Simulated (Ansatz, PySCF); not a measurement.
Reaction (SMILES): CC#CC + 5 [H][H] (H2) → 4 C (CH4)

Quantity: energy of full hydrogenation (electronic), in kcal/mol. Conventions: no dispersion term unless named; frozen cores in correlated levels; six Cartesian d functions in 6-31G* and its kin unless marked 5d; no spin-orbit coupling; non-relativistic. CBS marks a two-point X^-3 extrapolation of the correlation energy; Hartree-Fock from the larger set. The bracket is a focal-point correction in the basis named. First-principles rows: single points at B3LYP-D3(BJ) geometries (Ansatz, an electronic-structure program).

Coupled cluster (Ansatz) is a level with limits of its own, used here on species with T1 under 0.025 (0.045 for open shells) and stable references: RI-MP2/CBS(cc-pVTZ,cc-pVQZ)+[CCSD(T)-MP2]/cc-pVTZ.

Value to compare with, RI-MP2/CBS(cc-pVTZ,cc-pVQZ)+[CCSD(T)-MP2]/cc-pVTZ (Ansatz): -130.0 kcal/mol.

```json
[
 {"level": "HF/STO-3G", "program": "Ansatz", "energy of full hydrogenation (electronic) (kcal/mol)": "-180.3", "difference": "-50.3"},
 {"level": "HF/6-31G*", "program": "Ansatz", "energy of full hydrogenation (electronic) (kcal/mol)": "-149.7", "difference": "-19.7"},
 {"level": "PBE/3-21G", "program": "Ansatz", "energy of full hydrogenation (electronic) (kcal/mol)": "-139.6", "difference": "-9.6"},
 {"level": "BLYP/6-31G*", "program": "Ansatz", "energy of full hydrogenation (electronic) (kcal/mol)": "-126.0", "difference": "4.0"},
 {"level": "B3LYP/6-31G*", "program": "Ansatz", "energy of full hydrogenation (electronic) (kcal/mol)": "-136.3", "difference": "-6.3"},
 {"level": "B3PW91/6-31G* (5d)", "program": "PySCF", "energy of full hydrogenation (electronic) (kcal/mol)": "-140.2", "difference": "-10.2"},
 {"level": "B3LYP-D3(BJ)/def2-TZVPD", "program": "Ansatz + dftd3", "energy of full hydrogenation (electronic) (kcal/mol)": "-129.3", "difference": "0.7"},
 {"level": "wB97M-V/def2-TZVPD", "program": "Ansatz", "energy of full hydrogenation (electronic) (kcal/mol)": "-131.8", "difference": "-1.8"},
 {"level": "B2PLYP-D3(BJ)/def2-TZVPD", "program": "Ansatz + dftd3", "energy of full hydrogenation (electronic) (kcal/mol)": "-127.7", "difference": "2.3"}
]
```

Among the 6 habitual levels, HF/STO-3G lies farthest from RI-MP2/CBS(cc-pVTZ,cc-pVQZ)+[CCSD(T)-MP2]/cc-pVTZ (Ansatz) (-50.3 kcal/mol) and BLYP/6-31G* nearest (4.0); 1 of 6 lie above it, and their mean absolute difference is 16.7 kcal/mol, the median 9.9. One case shows no general order.

The levels are drawn from those run, B3LYP/6-31G* more often than the rest, none by its result; runs whose electronic state is in doubt are left out.
